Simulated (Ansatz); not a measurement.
Elements on the sites of an ideal bcc lattice, at a guessed lattice constant:

```
CELL_PARAMETERS angstrom
6.89784 0.00000 0.00000
0.00000 6.89784 0.00000
0.00000 0.00000 6.89784
ATOMIC_POSITIONS crystal
Cu 0.50000 0.00000 0.50000
Cu 0.00000 0.50000 0.50000
Zr 0.00000 0.50000 0.00000
Zr 0.00000 0.00000 0.50000
Zr 0.25000 0.25000 0.25000
Zr 0.75000 0.25000 0.25000
Zr 0.25000 0.75000 0.25000
Zr 0.25000 0.25000 0.75000
Zr 0.50000 0.50000 0.50000
Zr 0.75000 0.75000 0.25000
Zr 0.75000 0.25000 0.75000
Zr 0.25000 0.75000 0.75000
Zr 0.75000 0.75000 0.75000
Pt 0.00000 0.00000 0.00000
Pt 0.50000 0.00000 0.00000
Pt 0.50000 0.50000 0.00000
```

Cell and atoms were relaxed without symmetry on coarser meshes and computed once more. Theory: DFT PBE, scalar-relativistic, plane waves, PAW (Ansatz).

Cutoff 420 eV; k points 5×5×5 on the computed 16-atom cell (Γ-centred); Gaussian smearing, width 0.10 eV; no spin polarisation.

The relaxation ran on 2×2×2 (shifted) and then 3×3×3 k points with a smearing of 0.1 eV, from sites shaken by 0.02 Å.

Question: What does the relaxation give?

Answer: A volume of 19.70 Å³/atom and no gap on the mesh. It lies 0.30 eV/atom below the elements' standard states (static lattices, no corrections for gases). The atoms leave their sites by 0.15 Å (root mean square) and 0.24 Å at most, and the cell stretches by up to 1.2 % at fixed volume.

```
Cu Zr Pt
1.0
     6.86086    0.03743   -0.00894
     0.03740    6.82055   -0.00705
    -0.00913   -0.00719    6.73671
Cu Zr Pt
2 11 3
Cartesian
  3.4611 6.8295 3.4018
  0.1069 3.4744 3.3485
  0.0599 3.4441 0.0549
  0.0916 6.5967 3.3504
  1.7364 1.6177 1.6499
  5.1679 1.7407 1.7421
  1.8694 5.2413 1.5156
  1.7039 1.6455 5.0775
  3.2179 3.4656 3.3517
  5.0881 5.1412 1.6568
  5.1809 1.7528 4.9878
  1.8350 5.2091 5.1975
  5.1169 5.1127 5.0554
  6.6538 0.0365 6.7277
  3.5788 0.1424 6.6954
  3.4581 3.2348 6.7283
```

The final mesh leaves forces up to 0.13 eV/Å and stresses up to 0.1 GPa: the relaxation ran on a coarser mesh, so the cell's shape, its bonds and its energy belong partly to that mesh.

Spin-orbit coupling is left out, which matters for the bands of heavy elements.

Cost: 2 runs of about 4.6 core-minutes in all (earlier runs that led there not counted), on Intel Xeon 6975P-C (Granite Rapids) (shared hosts).